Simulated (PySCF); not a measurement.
Compound: C4H11P.
Numbering: `[CH2:1]=[P:2]([CH3:3])([CH3:4])[CH3:5]` (hydrogens: H6, H7 on C1; H8, H9, H10 on C3; H11, H12, H13 on C4; H14, H15, H16 on C5)

A GFN2-xTB structure was refined with PySCF, PBE0-D3(BJ)/def2-TZVP geometry optimisation, gas phase. Its GFN2-xTB values:

| coordinate | GFN2-xTB |
| --- | --- |
| C1=P2 | 1.695 Å |
| C1–H6 | 1.061 Å |
| P2–C3 | 1.880 Å |
| P2–C4 | 1.797 Å |
| C3–H8 | 1.067 Å |
| C1–P2–C3 | 131.0° |
| C1–P2–C4 | 109.8° |
| C3–P2–C4 | 99.2° |
| C4–P2–C5 | 105.7° |

How do these coordinates change at the PBE0-D3(BJ)/def2-TZVP level?

| coordinate | PBE0-D3(BJ)/def2-TZVP (Å or °) | change |
| --- | --- | --- |
| P2–C3 | 1.839 | -0.041 |
| C1=P2 | 1.663 | -0.032 |
| C3–H8 | 1.093 | +0.026 |
| C1–H6 | 1.083 | +0.022 |
| P2–C4 | 1.808 | +0.011 |
| C1–P2–C3 | 122.3 | -8.7 |
| C3–P2–C4 | 101.8 | +2.6 |
| C4–P2–C5 | 107.5 | +1.8 |
| C1–P2–C4 | 111.1 | +1.3 |

The energy falls by 20.0 kJ/mol over 11 energy and gradient evaluations, the largest force component goes from 0.0326 to 3.6e-04 Eh/bohr, and the atoms move by 0.085 Å rms after alignment. The bond that changes most is P2–C3 (ends: phosphorus bonded to 4 C; sp3 carbon bound to phosphorus), which shortens by 0.041 Å. Bonds longer at the end by more than 0.005 Å: 6 of 15; shorter: 8. Among the dihedrals that turn most is H6–C1–P2–C5, from 61° to 44°. Rotational constants go from 3815, 3476, 3199 to 3679, 3584, 3325 MHz.

The run used 227 basis functions and 71 SCF cycles in all. Time: 5.1 min wall, 12 min CPU; peak memory 1.3 GiB. Hardware: Intel Xeon at 2.70 GHz, 2 threads, shared host.

No PBE0-D3(BJ)/def2-TZVP frequencies stand behind this structure, so it isn't proved a minimum.
